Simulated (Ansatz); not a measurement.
**TiN: a prediction, then the measurements**

Method: Ansatz, DFT PBEsol, scalar-relativistic, plane waves, PAW.

Cutoff 420 eV; k points 18×18×18 on the computed 2-atom cell (Γ-centred); Gaussian smearing, width 0.10 eV; no spin polarisation.

Relaxed structure, symmetry kept:

```
Ti N
1.0
     0.00000    2.10197    2.10197
     2.10197    0.00000    2.10197
     2.10197    2.10197    0.00000
Ti N
1 1
Direct
  0.00000 0.00000 0.00000
  0.50000 0.50000 0.50000
```

| Quantity | Value |
| --- | --- |
| Space group | Fm-3m (No. 225) |
| Volume per atom | 9.29 Å³ |
| Formation energy from the elements' standard states (uncorrected) | -1.927 eV/atom |
| Kohn–Sham band gap | none (metal) |
| Density of states at the Fermi level | 0.80 states/eV per cell |
| Löwdin character within 0.5 eV of the Fermi level | Ti 3d 84 %, N 2p 14 % |
| Bulk modulus | 300 GPa |
| Its pressure derivative | 4.2 |
| Bader charges (e) | Ti (1 in the cell) 1.72, N (1 in the cell) -1.72 |

Spin polarisation was left out, and a magnetic state may lie lower.

A ferromagnetic start lost its moments in a first run, so spin was left out; other magnetic orders weren't tried.

**Experimental background.**

From “Reflectance spectral studies of spark plasma sintered tungsten carbide pellet”, 2024, arxiv:2411.15754, for a ceramic of TiN: lattice constant a 4.242 Å.

A measured lattice constant a of TiN is 4.242 Å (ceramic; the paper above); the calculated 4.204 Å misses it by -0.9 %. 2 values of this kind are on record (4.2334 to 4.242 Å); this one was drawn at random. The calculation is for 0 K without zero-point motion. The calculated magnetic order may not be the real one, and cell, gap and energy hang on it, so these differences aren't the functional's alone.